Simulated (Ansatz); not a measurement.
Ideal-gas functions of HNO3, SMILES `O=NOO` at 500 K and 1 bar, from an Ansatz frequency run at PBE0-D4/def2-TZVP.

Molar mass 63.01 g/mol, point group Cs (symmetry number 1), electronic degeneracy 1, moments of inertia 22.764, 61.063, 83.827 u Å². Harmonic wavenumbers (cm⁻¹, unscaled): 399, 406, 542, 786, 892, 1010, 1464, 1700, 3499.

Use S(trans) = R[1.5 ln M + 2.5 ln T − 1.1517]; rotational temperatures θ = 24.2544 K / I; S(rot) = R[ln(√π/σ · √(T³/θAθBθC)) + 1.5]; for each mode x = 1.438777 ν̃/T, S = R[x/(eˣ − 1) − ln(1 − e⁻ˣ)] and H = RT x/(eˣ − 1); 1 cm⁻¹ = 0.0119627 kJ/mol; R = 8.31446 J/(mol·K).

Task: By hand: the entropy, in J/(mol·K).

Result: Translation 171.3. Rotation: θ = 1.0655, 0.3972, 0.2893 K, giving 103.5. Vibration, mode by mode: 7.61, 7.48, 5.41, 3.10, 2.44, 1.87, 0.65, 0.37, 0.00, in all 28.9. Electronic 0.0. Sum 303.7 J/(mol·K).

Task: By hand: H − E and G − E in kJ/mol, counted from the electronic energy.

Result: Zero-point energy ½ × 10698 × 0.0119627 = 64.0; thermal vibration 9.2; translation, rotation and pV give 4 RT = 16.6. H − E = 89.8 kJ/mol, and G − E = 89.8 − 500 × 303.7/1000 = -62.0 kJ/mol.

Vibration gives 10 % of the entropy. The sum counts one conformer and one mirror image; others add a mixing term.
